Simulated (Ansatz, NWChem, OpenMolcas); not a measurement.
# BN2H5 (SMILES NBN): the vertical energy of the triplet above the singlet, rung by rung

BN2H5: 8 atoms, total charge 0, spin state singlet. As SMILES, `NBN`. The coordinates come from a PBE0-D4/def2-TZVP relaxation.

```xyz
8

N    -0.9710    0.5165   -0.5811
B     0.1942    0.3866    0.2005
N     0.8482   -0.8452    0.4014
H    -1.4268   -0.2445   -1.0534
H    -1.4239    1.4009   -0.7137
H     0.6497    1.3686    0.7180
H     1.6767   -0.9198    0.9609
H     0.5450   -1.7203    0.0116
```

Each level gives the vertical energy of the triplet above the singlet (eV). The values are calculated.

| level | kind | program | value (eV) |
| --- | --- | --- | --- |
| SVWN5/6-311+G** | LDA | NWChem | 5.58 |
| PBE/6-311+G** | GGA | OpenMolcas | 5.42 |
| TPSS/6-311+G** | meta-GGA | OpenMolcas | 5.50 |
| r2SCAN/6-311+G** | meta-GGA | NWChem | 5.62 |
| PBE0/6-311+G** | global hybrid | OpenMolcas | 5.70 |
| HSE06/6-311+G** | range-separated hybrid | Ansatz | 5.68 |
| RPA@PBE/6-311+G** | RPA | Ansatz | 5.44 |
| MP2/6-311+G** | perturbation theory | Ansatz | 6.23 |

The values span 5.42 to 6.23 eV.
